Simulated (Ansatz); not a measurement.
# C3H10: the cost of one run

All numbers below are computed with Ansatz 0.2.0 (RKS B3LYP-D4/STO-3G).

**1. The structure to begin with**

Bond lengths: C3–C4 1.524 Å, C4–C5 1.524 Å, C3–H6 1.087 Å, C3–H7 1.088 Å, C3–H8 1.087 Å, C4–H9 1.093 Å, C4–H10 1.092 Å, C5–H11 1.088 Å, C5–H12 1.088 Å, C5–H13 1.088 Å. Angles (14 of 18 angles, heavy atoms first): C3–C4–C5 111.6°, C3–C4–H9 109.4°, C3–C4–H10 109.4°, C5–C4–H9 109.3°, C5–C4–H10 109.4°, C4–C3–H6 110.5°, C4–C3–H7 110.4°, C4–C3–H8 110.7°, C4–C5–H11 110.7°, C4–C5–H12 110.5°, C4–C5–H13 110.5°, H9–C4–H10 107.6°, H6–C3–H7 108.3°, H6–C3–H8 108.4°.

As a file:

```xyz
13

H    -0.4249   -0.1098   -3.5768
H     0.0051    0.5360   -3.5122
C     0.4652   -1.0861    0.0409
C     0.3840   -0.0579    1.1628
C    -0.6464    1.0232    0.8603
H     0.7772   -0.6135   -0.8874
H    -0.5066   -1.5476   -0.1215
H     1.1803   -1.8678    0.2863
H     0.1184   -0.5599    2.0962
H     1.3640    0.4036    1.3027
H    -0.6874    1.7524    1.6665
H    -1.6351    0.5842    0.7440
H    -0.3939    1.5431   -0.0617
```

**2. Relaxing the start**

input.yaml reads:

```yaml
crystal:
  periodic: [false, false, false]
  atoms:
    - { symbol: H, position_ang: [-0.4249, -0.1098, -3.5768] }
    - { symbol: H, position_ang: [0.0051, 0.536, -3.5122] }
    - { symbol: C, position_ang: [0.4652, -1.0861, 0.0409] }
    - { symbol: C, position_ang: [0.384, -0.0579, 1.1628] }
    - { symbol: C, position_ang: [-0.6464, 1.0232, 0.8603] }
    - { symbol: H, position_ang: [0.7772, -0.6135, -0.8874] }
    - { symbol: H, position_ang: [-0.5066, -1.5476, -0.1215] }
    - { symbol: H, position_ang: [1.1803, -1.8678, 0.2863] }
    - { symbol: H, position_ang: [0.1184, -0.5599, 2.0962] }
    - { symbol: H, position_ang: [1.364, 0.4036, 1.3027] }
    - { symbol: H, position_ang: [-0.6874, 1.7524, 1.6665] }
    - { symbol: H, position_ang: [-1.6351, 0.5842, 0.744] }
    - { symbol: H, position_ang: [-0.3939, 1.5431, -0.0617] }
basis:
  gaussian: { orbitals: STO-3G }
hamiltonian:
  xc: b3lyp
  dispersion: d4
relax:
  f_tol: 0.02
  max_steps: 40
```

The run is started by

```
$ ansatz run input.yaml --threads 1 --pin off --max-ram 2048MiB --backend cpu --events-out ev --progress --plain --runs-dir out
```

**Question.** How long does this run take on 1 thread of an x86-64 CPU, shared host, and how much memory does it need?

About 13 s, with a peak of 0.12 GiB.
